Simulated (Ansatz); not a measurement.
Cost and result for the atomization energy of `N=C(O)CCO` (13 atoms, 12 bonds).

Z-matrix (Å, degrees):
```
C
C 1 1.520
C 1 1.495 2 113.3
H 1 1.094 2 110.8 3 -121.9
H 1 1.096 2 110.2 3 120.5
O 2 1.402 1 112.8 3 -61.4
H 2 1.093 1 108.9 3 179.7
H 2 1.099 1 109.1 3 62.7
O 3 1.350 1 111.3 2 -169.4
N 3 1.266 1 122.0 2 11.3
H 6 0.969 2 104.8 1 60.4
H 9 0.964 3 109.7 1 -177.3
H 10 1.017 3 113.8 1 179.5
```

Charge 0, multiplicity 1. The geometry is a stationary point of PBE0-D4/def2-TZVP. It is one conformer, not always the lowest. Program: Ansatz. All runs use 4 threads of an Arm Neoverse V1 on a shared host. Times are those of one run each, without the atoms' runs, and a repeat can differ threefold. Electronic energies, without spin–orbit coupling; frozen cores. CCSD(T)/CBS adds CCSD(T) − MP2 in def2-TZVPP to the MP2 limit, and its time is that of the two runs behind it. T1 = 0.012. B3LYP takes the VWN-RPA correlation (the form of Gaussian; ORCA's B3LYP/G).

CCSD(T)/CBS is a level of theory with its own doubt, some kJ/mol a heavy atom from the limit and from the frozen cores, so smaller differences don't rank the functionals.

| level | functions | wall time |
| --- | --- | --- |
| PBE-D4/def2-TZVPP (with forces) | 284 | 3.1 s |
| PBE0-D4/def2-TZVPP | 284 | 3.3 s |
| r2SCAN-D4/def2-TZVPP (with forces) | 284 | 6 s |
| B3LYP-D4/def2-TZVPP (with forces) | 284 | 6 s |
| B2PLYP/def2-TZVPP | 284 | 7.5 s |
| ωB97X-V/def2-TZVPP | 284 | 9 s |
| ωB97M-V/def2-TZVPP (with forces) | 284 | 13 s |
| MP2/def2-QZVPP | 552 | 34 s |
| CCSD(T)/def2-TZVPP | 284 | 6.6 min |
| CCSD(T)/CBS(def2) | – | 7.2 min |

Q: What atomization energy does each give, and how far from CCSD(T)/CBS? (Estimate.)

A: Ansatz gave: 
```json
{"level": "PBE-D4/def2-TZVPP (with forces)", "atomization (kJ/mol)": "5404.2", "difference from CCSD(T)/CBS": "176.3", "per bond": "14.7"}
{"level": "PBE0-D4/def2-TZVPP", "atomization (kJ/mol)": "5258.2", "difference from CCSD(T)/CBS": "30.3", "per bond": "2.5"}
{"level": "r2SCAN-D4/def2-TZVPP (with forces)", "atomization (kJ/mol)": "5238.2", "difference from CCSD(T)/CBS": "10.3", "per bond": "0.9"}
{"level": "B3LYP-D4/def2-TZVPP (with forces)", "atomization (kJ/mol)": "5231.3", "difference from CCSD(T)/CBS": "3.4", "per bond": "0.3"}
{"level": "B2PLYP/def2-TZVPP", "atomization (kJ/mol)": "5176.7", "difference from CCSD(T)/CBS": "-51.2", "per bond": "-4.3"}
{"level": "ωB97X-V/def2-TZVPP", "atomization (kJ/mol)": "5240.2", "difference from CCSD(T)/CBS": "12.3", "per bond": "1.0"}
{"level": "ωB97M-V/def2-TZVPP (with forces)", "atomization (kJ/mol)": "5251.0", "difference from CCSD(T)/CBS": "23.1", "per bond": "1.9"}
{"level": "MP2/def2-QZVPP", "atomization (kJ/mol)": "5284.4", "difference from CCSD(T)/CBS": "56.5", "per bond": "4.7"}
{"level": "CCSD(T)/def2-TZVPP", "atomization (kJ/mol)": "5081.3", "difference from CCSD(T)/CBS": "-146.6", "per bond": "-12.2"}
{"level": "CCSD(T)/CBS(def2)", "atomization (kJ/mol)": "5227.9", "difference from CCSD(T)/CBS": "0.0", "per bond": "0.0"}
```

The D4 term adds +37.9 kJ/mol with B3LYP and +19.9 kJ/mol with PBE0; it sums over pairs of atoms, weighted by their polarisabilities, and B3LYP, whose exchange is more repulsive, gets the larger term. From PBE to PBE0 (25 % exact exchange), in def2-TZVPP and without D4, the atomization energy moves by −142.1 kJ/mol: exact exchange takes away binding that semilocal exchange gives to molecules. In def2-TZVPP, CCSD(T) changes the Hartree–Fock value by +1477.4 kJ/mol (the triples alone add +94.8 kJ/mol) and MP2 by +1594.1 kJ/mol; breaking electron pairs costs correlation energy, which Hartree–Fock lacks.
